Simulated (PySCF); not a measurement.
# Working out the ionisation energy of Al

Al [Ne] 3s2 3p1 (2P) → Al+ [Ne] 3s2 (1S). All numbers are calculated (PySCF 2.14, no relativity, point nucleus, in dyall-av3z). Frozen: [Ne]; the 23 highest virtual orbitals dropped. Energies in hartree (1 hartree = 27.21139 eV):

| part | Al (lower) | Al+ (upper) |
| --- | --- | --- |
| UHF | -241.880551 | -241.674488 |
| MP2 opposite-spin | -0.034320 | -0.028604 |
| MP2 same-spin | -0.002612 | 0.000000 |

Question: What does Hartree-Fock give?

Answer: (-241.674488) − (-241.880551) = 0.206063 hartree = 5.607 eV.

Question: What do MP2 and SCS-MP2 (6/5 opposite-spin, 1/3 same-spin) give?

Answer: The opposite-spin parts differ by 0.156 eV and the same-spin parts by 0.071 eV. MP2: 5.607 + (0.156) + (0.071) = 5.834 eV. SCS-MP2: 5.607 + 1.2 × (0.156) + (0.071)/3 = 5.818 eV.

Measured between the centres of the two terms (NIST): 5.977 eV, so MP2 (valence) is off by -0.143 eV.

What remains against the reference includes basis incompleteness, the frozen core and correlation beyond second order.
